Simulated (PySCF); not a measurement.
Phosphaethyne, CHP.
Numbering: `[CH:1]#[P:2]` (hydrogens: H3 on C1)

Computed by this run: PBE0-D3(BJ)/def2-SVP geometry optimisation, gas phase in PySCF 2.14.0; density fitting, grid level 1; the optimiser is geomeTRIC in internal coordinates, started from a GFN2-xTB structure with every atom displaced at random (about 0.01 Å).

Step 0: E = -10331.5116 eV
```
atom  x, y, z in Å  |  force x, y, z in eV/Å
C1     -0.1388    0.0582    0.0008   -2.003   0.256  -0.038
P2      1.3762   -0.0536   -0.0133    1.451  -0.145   0.007
H3     -1.2313    0.1724   -0.0067    0.552  -0.111   0.031
```

**Question.** Estimate the geometry and energy of step 1. (The exact step hangs on the optimiser's Hessian estimate; all steps are aligned on step 0, rigid shifts and turns removed.)

**Answer.** E = -10331.4882 eV, largest force 0.652 eV/Å
```
atom  x, y, z in Å  |  force x, y, z in eV/Å
C1     -0.1605   -0.0062    0.0359    0.361   0.473  -0.266
P2      1.3785   -0.0259   -0.0281    0.071  -0.228   0.116
H3     -1.2120    0.2090   -0.0269   -0.432  -0.245   0.150
```

The energy changes by +0.0234 eV. The first-order estimate −F·Δx gives -0.0308 eV and the mean of the old and new forces, exact on a quadratic surface, +0.0225 eV. The step makes an angle of 83° with the force vector and moves no atom by more than 0.076 Å. The energy falls at the start of this step and ends higher, so the step passed the lowest point of its straight line.

The cost below is that of the whole optimisation. Time: 1.6 s wall; peak memory 0.25 GiB. Hardware: an Arm Neoverse V2 with one thread, no GPU, shared host with 192 logical CPUs at a one-minute load of 58.
